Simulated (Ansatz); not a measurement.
**C₂H₆S (singlet): from Hartree-Fock to the top rungs, 6-31G***

The task here is to estimate one member of a computed series from the others.

The runs use Ansatz 0.2.0, Gaussian basis; 6-31G*, core rule «outside noble gas», up to 7 orbitals frozen.

The runs, in order: UHF; CCSD(T) on RHF; BCCD(T) on RHF; CISD; CCSDT(Q) on RHF; CASSCF and MRCISD+Q, 8 electrons in 8 orbitals; CASSCF and NEVPT2, 8 electrons in 8 orbitals.

18 further runs of the same task are left out: 1 that didn't finish, 17 set aside as unsound or not needed.

### The geometry

The geometry is an MP2(full)/6-31G* stationary point (not a proven minimum).

9 atoms, charge 0, spin multiplicity 1.

Atoms are counted from 1 here; the program's logs count them from 0.

Bond lengths: C1–C2 1.521 Å, C1–H7 1.093 Å, C1–H8 1.093 Å, C1–H9 1.093 Å, C2–S3 1.822 Å, C2–H5 1.092 Å, C2–H6 1.092 Å, S3–H4 1.341 Å. Angles: C2–C1–H7 110.1°, C2–C1–H8 111.0°, C2–C1–H9 111.0°, H7–C1–H8 108.2°, H7–C1–H9 108.2°, H8–C1–H9 108.3°, C1–C2–S3 109.0°, C1–C2–H5 110.2°, C1–C2–H6 110.2°, S3–C2–H5 109.6°, S3–C2–H6 109.6°, H5–C2–H6 108.4°, C2–S3–H4 97.0°.

Set-up of the first run:

Input file in.yaml:

```yaml
crystal:
  periodic: [false, false, false]
  atoms:
    - {symbol: C, position_ang: [1.562949, 0.748129, 0.000000]}
    - {symbol: C, position_ang: [0.048606, 0.895129, 0.000000]}
    - {symbol: S, position_ang: [-0.707462, -0.762567, 0.000000]}
    - {symbol: H, position_ang: [-1.986740, -0.359021, 0.000000]}
    - {symbol: H, position_ang: [-0.276364, 1.445199, 0.885793]}
    - {symbol: H, position_ang: [-0.276364, 1.445199, -0.885793]}
    - {symbol: H, position_ang: [2.035109, 1.733799, 0.000000]}
    - {symbol: H, position_ang: [1.903510, 0.206362, 0.885494]}
    - {symbol: H, position_ang: [1.903510, 0.206362, -0.885494]}
basis:
  gaussian: {orbitals: "6-31G*"}
magnetization: {spin_polarized: true, initial_magnetization: 0}
hamiltonian: {xc: hf}
output: {orbitals: {seedname: orbitals}}
```

Run with:

```
> ansatz run in.yaml --threads 1 --pin off --events-out ev --progress --plain --max-ram 2560MiB --backend cpu
```

Among the steps run: UHF; CCSD(T) on RHF; BCCD(T) on RHF; CISD; CCSDT(Q) on RHF; CASSCF and MRCISD+Q, 8 electrons in 8 orbitals; CASSCF and NEVPT2, 8 electrons in 8 orbitals.

One of the session's tables, all rows but one given; the rest of the session is left out.

```
           method  from RCCSDT(Q) (kJ/mol)
              RHF                  +1160.5
             RMP2                   +151.5
             CISD                   +166.5
            RCCSD                        ?
         RCCSD(T)                     +3.8
          BCCD(T)                     +3.7
           RCCSDT                     +1.4
        RCCSDT(Q)                        0
  CASSCF frontier                   +959.4
  NEVPT2 frontier                   +166.1
  MRCISD frontier                   +117.8
MRCISD+Q frontier                    +17.2
```

**Question.** Estimate the row for RCCSD.

**Answer.** from RCCSDT(Q) (kJ/mol): +34.8. In the column «from RCCSDT(Q) (kJ/mol)» it lies between MRCISD+Q frontier (+17.2) and MRCISD frontier (+117.8).
